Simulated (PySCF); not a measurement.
Nonlinear optical response: `NC#CC=O`, C$_{3}$H$_{3}$NO

Geometry:
| atom | x (Å) | y (Å) | z (Å) |
| --- | --- | --- | --- |
| N1 | 1.974 | -0.082 | 0.113 |
| C2 | 0.661 | -0.040 | 0.032 |
| C3 | -0.550 | 0.025 | 0.024 |
| C4 | -1.956 | 0.062 | -0.003 |
| O5 | -2.696 | -0.888 | -0.104 |
| H6 | 2.436 | -0.939 | -0.149 |
| H7 | 2.491 | 0.773 | -0.015 |
| H8 | -2.351 | 1.098 | 0.078 |

Level of theory: quadratic response B3LYP/def2-SVPD first hyperpolarisability, Taylor convention, gas phase (PySCF). Geometry: GFN2-xTB.

**Question.** Give β for the processes computed.

**Answer.** In au, Taylor convention; the vector part is βᵢ = ⅓ Σⱼ (βᵢⱼⱼ + βⱼᵢⱼ + βⱼⱼᵢ); β∥ is 3/5 of the vector part along the dipole, the dipole points from − to +:
```csv
process,λ (nm),β vector norm,β∥,β HRS,depolarisation ratio
"static β(0;0,0)",∞,406.1,209.3,166.7,5.15
"second harmonic β(−2ω;ω,ω)",1064,519.5,272.1,213.3,5.13
"Pockels β(−ω;ω,0)",1064,438.9,227.5,–,–
"second harmonic β(−2ω;ω,ω)",800,648.8,344.2,266.6,5.10
"Pockels β(−ω;ω,0)",800,467.2,243.1,–,–
```

**Question.** Which lowest excitations, dipole and polarisabilities go with it?

**Answer.** S1 4.05 eV (f = 0.000); S2 5.37 eV (f = 0.272); S3 5.42 eV (f = 0.016); dipole 5.85 D; isotropic α 52.8 au static, 53.6 au at 1064 nm, 54.3 au at 800 nm, 56.4 au at 532 nm, 59.9 au at 400 nm.
